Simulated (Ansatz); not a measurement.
Wavefunction ladder for `N[PH][AlH2]`

Z-matrix (Å, degrees):
```
N
P 1 1.710
H 1 1.007 2 119.7
H 1 1.008 2 114.2 3 -135.4
Al 2 2.315 1 105.5 3 -56.1
H 2 1.432 1 106.6 3 45.7
H 5 1.588 2 116.5 1 164.3
H 5 1.587 2 121.6 1 -21.2
```

The species carries charge 0 and has multiplicity 1. The geometry is a stationary point of PBE0-D4/def2-TZVP. It is one conformer, not always the lowest. Frozen core, restricted reference, the Gaussian-basis code of Ansatz. CBS rows extrapolate triple and quadruple zeta; past MP2 they add the triple-zeta difference.

```csv
basis,HF (Eh),MP2 corr.
def2-SVP,-639.77517,-0.35479
def2-TZVPP,-640.05191,-0.45123
def2-QZVPP,-640.07200,-0.48560
```

(1) Estimate the CCSD correlation energy and the (T) correction in each basis where they were run (hartree).

## Answers

(1) 
| basis | CCSD corr. | (T) |
| --- | --- | --- |
| def2-SVP | -0.39993 | -0.01056 |
| def2-TZVPP | -0.49353 | -0.01898 |
| CBS(def2) | -0.55336 | as TZ |
